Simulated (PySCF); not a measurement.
**Potential energy of CO along the bond**

Set-up: basis C 6-311G(d,p), O 6-311G(d,p); no relativity; PySCF 2.14. Energies in eV from C + O in their ground configurations at the same level. State: ¹Σ⁺ (singlet), closed shell.

```csv
R (Å),B97-3
0.969,-8.839
1.014,-10.087
1.059,-10.790
1.093,-11.044
1.127,-11.115
1.161,-11.042
1.206,-10.770
1.262,-10.233
1.330,-9.403
1.420,-8.144
```

Problem. Put a parabola through the three lowest points of the B97-3 curve and estimate Re, k and ωe (reduced mass 6.856 u; 1 eV/Å² = 0.16022 mdyn/Å; ωe = 1302.8·√(k/μ) cm⁻¹).

Solution. Through R = 1.093, 1.127, 1.161 Å the second-order coefficient is 62.3 eV/Å², so Re ≈ 1.127 Å, k ≈ 20.0 mdyn/Å and ωe ≈ 2223 cm⁻¹. A polynomial fit of higher order to the unrounded B97-3 energies gives Re = 1.125 Å, k = 20.5 mdyn/Å, ωe = 2251 cm⁻¹; anharmonicity and rounding make the difference.

The higher-order fit for each curve: B97-3: Re = 1.125 Å, ωe = 2251 cm⁻¹, De = 11.12 eV.
